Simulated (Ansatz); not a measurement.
Cost and result for the atomization energy of C3H7FO, SMILES `COC(C)F` (12 atoms, 11 bonds).

```xyz
12

C     0.973   -1.335    0.883
O    -0.133   -0.483    0.671
C     0.019    0.377   -0.384
C    -1.266    1.114   -0.618
F     1.023    1.300   -0.098
H     0.695   -2.023    1.680
H     1.205   -1.908   -0.023
H     1.859   -0.769    1.185
H     0.373   -0.159   -1.278
H    -1.555    1.637    0.295
H    -2.054    0.410   -0.890
H    -1.139    1.838   -1.423
```

Charge 0, multiplicity 1. The geometry is a stationary point of PBE0-D4/def2-TZVP. It is one conformer, not always the lowest. Program: Ansatz. All runs use 4 threads of a server CPU on a shared host. Times are those of one run each, without the atoms' runs, and a repeat can differ threefold. Electronic energies, without spin–orbit coupling; frozen cores. CCSD(T)/CBS adds CCSD(T) − MP2 in def2-TZVPP to the MP2 limit, and its time is that of the two runs behind it. T1 = 0.011. B3LYP takes the VWN-RPA correlation (the form of Gaussian; ORCA's B3LYP/G). HSE06 is the plane-wave form, built on full-range PBE exchange.

CCSD(T)/CBS is a level of theory with its own doubt, some kJ/mol a heavy atom from the limit and from the frozen cores, so smaller differences don't rank the functionals.

```json
{"level": "revPBE-D4/def2-TZVPP", "functions": "253", "wall time": "2.1 s"}
{"level": "BLYP-D4/def2-TZVPP", "functions": "253", "wall time": "2.1 s"}
{"level": "PBE-D4/def2-TZVPP (with forces)", "functions": "253", "wall time": "2.6 s"}
{"level": "BHLYP-D4/def2-TZVPP", "functions": "253", "wall time": "3 s"}
{"level": "HSE06-D4/def2-TZVPP", "functions": "253", "wall time": "3.1 s"}
{"level": "CAM-B3LYP-D4/def2-TZVPP", "functions": "253", "wall time": "3.3 s"}
{"level": "B3LYP-D4/def2-TZVPP (with forces)", "functions": "253", "wall time": "4.4 s"}
{"level": "r2SCANh-D4/def2-TZVPP", "functions": "253", "wall time": "4.9 s"}
{"level": "ωB97X-V/def2-TZVPP", "functions": "253", "wall time": "7.5 s"}
{"level": "CCSD(T)/def2-SVP", "functions": "105", "wall time": "7.5 s"}
{"level": "MP2/def2-QZVPP", "functions": "495", "wall time": "28 s"}
{"level": "CCSD(T)/def2-TZVPP", "functions": "253", "wall time": "3.8 min"}
{"level": "CCSD(T)/CBS(def2)", "functions": "–", "wall time": "4.3 min"}
```

Question: What atomization energy does each give, and how far from CCSD(T)/CBS? (Estimate.)

Answer: Computed: 
| level | atomization (kcal/mol) | difference from CCSD(T)/CBS | per bond |
| --- | --- | --- | --- |
| revPBE-D4/def2-TZVPP | 1111.5 | -3.7 | -0.3 |
| BLYP-D4/def2-TZVPP | 1114.2 | -1.0 | -0.1 |
| PBE-D4/def2-TZVPP (with forces) | 1141.4 | 26.2 | 2.4 |
| BHLYP-D4/def2-TZVPP | 1079.1 | -36.1 | -3.3 |
| HSE06-D4/def2-TZVPP | 1119.7 | 4.5 | 0.4 |
| CAM-B3LYP-D4/def2-TZVPP | 1122.3 | 7.1 | 0.6 |
| B3LYP-D4/def2-TZVPP (with forces) | 1114.3 | -0.9 | -0.1 |
| r2SCANh-D4/def2-TZVPP | 1110.6 | -4.6 | -0.4 |
| ωB97X-V/def2-TZVPP | 1117.1 | 1.9 | 0.2 |
| CCSD(T)/def2-SVP | 1066.9 | -48.3 | -4.4 |
| MP2/def2-QZVPP | 1122.7 | 7.5 | 0.7 |
| CCSD(T)/def2-TZVPP | 1089.0 | -26.2 | -2.4 |
| CCSD(T)/CBS(def2) | 1115.2 | 0.0 | 0.0 |

In def2-TZVPP, CCSD(T) changes the Hartree–Fock value by +275.8 kcal/mol (the triples alone add +15.5 kcal/mol) and MP2 by +294.0 kcal/mol; breaking electron pairs costs correlation energy, which Hartree–Fock lacks. At CCSD(T), def2-SVP lies −48.4 kcal/mol from the extrapolated value and def2-TZVPP −26.2 kcal/mol: correlation converges slowly with the basis, and small sets miss more of it in the bonded molecule than in its fragments. Leaving LDA and LC-ωPBE aside and taking each functional with its dispersion term where it has one, the values spread over 62.3 kcal/mol, from BHLYP-D4 to PBE-D4. LDA lies +151.0 kcal/mol from PBE without D4, its usual overbinding.
